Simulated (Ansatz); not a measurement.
COF$_{2}$, singlet: the ladder up to RCCSDT(Q)

Geometry: MP2(full)/6-31G*, from the G2/97 set.

```yaml
atoms:
  - { symbol: O, position_ang: [0.0000, 0.0000, 1.3501] }
  - { symbol: C, position_ang: [0.0000, 0.0000, 0.1637] }
  - { symbol: F, position_ang: [0.0000, 1.0695, -0.6202] }
  - { symbol: F, position_ang: [0.0000, -1.0695, -0.6202] }
```

Basis cc-pVTZ; Ansatz 0.2.0. Only valence electrons are correlated (noble-gas cores frozen), which leaves 24 electrons in 116 orbitals. Prefix R: restricted or restricted open-shell reference. Active spaces: valence = (18e, 13o, short of the full valence) chosen from the atoms' valence shells.

Full CI isn't at hand for all of this; RCCSDT(Q) serves as the reference, and is uncertain by about the last step of the cluster series.

* UHF ⟨S²⟩: 0.000
* T1 diagnostic (RCCSD): 0.0144
* largest doubles amplitude (RCCSD): 0.082

| level | E − E(RHF) (eV) |
| --- | --- |
| RMP2 | -23.9676 |
| RCCSD | -23.8372 |
| RCCSD(T) | -24.7295 |

Problem. Estimate how far RCCSDT(Q) in cc-pVTZ lies from RCCSD(T). The table doesn't fix it; the size of (T) and the diagnostics are the guide.

Solution. RCCSDT(Q) in cc-pVTZ lies 1.66 mEh below RCCSD(T), which is 5 % of the (T) step (-32.79 mEh). The diagnostics are small and the rest is a small part of (T), but (T) is large here. The miss exceeds 1 kcal/mol.

The other levels:

| level | E − E(RCCSDT(Q)) (mEh) | share of correlation (%) | wall time |
| --- | --- | --- | --- |
| CISD | 140.12 | 84.61 | 54 s |
| BCCD(T) | 1.23 | 99.86 | 1.6 s (H100) |
| RCCSDT | 1.73 | 99.81 | – |
| CASSCF (valence space) | 754.08 | 17.18 | – |
| NEVPT2 (valence space) | 74.41 | 91.83 | 3.7 s (H100) |
| MRCISD (valence space) | 88.60 | 90.27 | – |
| MRCISD+Q (valence space) | 17.91 | 98.03 | 10 s (H100) |

The correlation energy at RCCSDT(Q), counted from RHF, is -24.775 eV. That run took 45 s on 5 threads of AMD EPYC 7R13 with a whole H100 80 GB, shared host.

Times hold each run's SCF and search for its determinant on a shared host, so for small cases they say little of a method's own cost; rows without a card ran on 1 thread of AMD EPYC 7R13.

Natural occupations of CASSCF (valence space) about the gap: 1.984 1.984 1.976 1.975 1.951 0.059 0.034 0.032 0.020; effectively unpaired electrons, Σ n²(2−n)², 0.04.

Atomization energy (electronic, same basis, no zero-point term; atoms at the same level, unrestricted beside the R rows where the molecule is a closed shell, with restricted open-shell steps beyond CCSDT(Q)) at RCCSDT(Q): 1698.0 kJ/mol. Errors of other levels:

```tsv
level	error (kJ/mol)
RHF	-598.7
RMP2	112.9
CISD	-300.5
RCCSD	-55.1
RCCSD(T)	-0.9
BCCD(T)	1.0
RCCSDT	-4.0
```

This basis is far from its limit, so the value isn't to be set against a measured one. Truncated CI isn't size-consistent, which counts against it in atomization.
